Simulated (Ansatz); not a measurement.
C2H3NS, SMILES SC1C=N1, a rigid scan of one bond angle

Run with the Ansatz DFT code, driven from Python.

Script `c2h3ns.py`:
```python
'''Bending curve of C2H3NS.'''

import ansatz as az
from ase import Atoms

atoms = Atoms(['S', 'C', 'C', 'N', 'H', 'H', 'H'], positions=[
    [-0.4911, 0.871, -1.3077],
    [0.2928, 0.4248, 0.0996],
    [0.4241, -0.9514, 0.3505],
    [-0.4426, -0.4939, 0.9966],
    [-1.7747, 0.6601, -0.8797],
    [0.8939, 1.1724, 0.6291],
    [1.1587, -1.751, 0.066],
])

# start the scan from a relaxed geometry
first = (
    az.Crystal.molecule_from_ase(atoms).calculation()
    .basis(gaussian='def2-SVP')
    .functional('pbe0')
    .relax(force_tolerance=0.02, max_steps=80)
)
atoms.positions = first.run().report['positions_ang']

rows = []
for angle in [90, 100, 110, 120, 135, 150, 165, 179]:
    bent = atoms.copy()
    bent.set_angle(1, 0, 4, angle, indices=[4])
    calc = (
        az.Crystal.molecule_from_ase(bent).calculation()
        .basis(gaussian='def2-SVP')
        .correlation('mp2')
    )
    rows.append((angle, calc.run().report['free_energy_ev']))
floor = min(e for _, e in rows)
for angle, e in rows:
    print(f'angle C1-S0-H4 = {angle:3d} deg   {1000 * (e - floor):9.1f} meV')
```

```console
$ python c2h3ns.py
angle C1-S0-H4 =  90 deg        14.4 meV
angle C1-S0-H4 = 100 deg         0.0 meV
angle C1-S0-H4 = 110 deg       144.4 meV
angle C1-S0-H4 = 120 deg       429.8 meV
angle C1-S0-H4 = 135 deg      1079.3 meV
angle C1-S0-H4 = 150 deg      1913.5 meV
angle C1-S0-H4 = 165 deg      2748.2 meV
angle C1-S0-H4 = 179 deg      3177.1 meV
```

The scan is rigid, and the energies are electronic, in a modest basis. The zero is the lowest point of the grid, which needn't be the minimum. The start is relaxed with a density functional and scanned with the wavefunction method, so it isn't exactly that method's minimum. Finished in 36 s on 1 thread of Arm Neoverse V1, on a shared host, peak memory 0.21 GiB.

(Lines on the test bed's own set-up are left out of the output.)
